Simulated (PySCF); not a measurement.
## Trend along the third period: MC molecules

CCSD(T) with triple-zeta basis sets in PySCF, for the lowest determinant that a PBE0 search found; no spin–orbit coupling. De refers to high-spin ground-configuration atoms.

```json
{"M": "Na", "basis": "x2c-TZVPPall", "reference, frozen orbitals": "UHF, 2", "state (unpaired electrons)": "quartet (σ ↑, π ↑↑)", "Re (Å)": "2.221", "ωe (cm⁻¹)": "442", "De (eV)": "1.90"}
{"M": "Al", "basis": "x2c-TZVPPall", "reference, frozen orbitals": "UHF, 6", "state (unpaired electrons)": "quartet (σ ↑, π ↑↑)", "Re (Å)": "1.973", "ωe (cm⁻¹)": "643", "De (eV)": "3.30"}
{"M": "Si", "basis": "x2c-TZVPPall", "reference, frozen orbitals": "ROHF, 6", "state (unpaired electrons)": "triplet (σ ↑, π ↑)", "Re (Å)": "1.730", "ωe (cm⁻¹)": "955", "De (eV)": "4.17"}
{"M": "S", "basis": "x2c-TZVPPall", "reference, frozen orbitals": "RHF, 6", "state (unpaired electrons)": "singlet (closed shell)", "Re (Å)": "1.543", "ωe (cm⁻¹)": "1278", "De (eV)": "7.12"}
{"M": "Cl", "basis": "def2-TZVPP", "reference, frozen orbitals": "UHF, 6", "state (unpaired electrons)": "doublet (π ↑)", "Re (Å)": "1.656", "ωe (cm⁻¹)": "873", "De (eV)": "4.00"}
```

Problem. By what factor does the harmonic wavenumber vary along the series?

Solution. At CCSD(T) it runs from 442 cm⁻¹ (NaC) to 1278 cm⁻¹ (CS), a factor of 2.89.

The rows differ in basis set, which adds steps of its own.

The state changes along the series, so neighbouring rows are not always alike in their bonding.

Correlated steps freeze the inner cores (2 to 6 orbitals); shallow outer-core shells are correlated. UHF and ROHF references stand side by side, which adds small steps between rows. Where the molecule has an RHF reference, its open-shell atoms are computed with UHF. The CCSD T1 diagnostic is raised in AlC, CS, SiC, a sign that a single reference may not be enough there. States were picked by a PBE0 search and need not be the measured ground states.
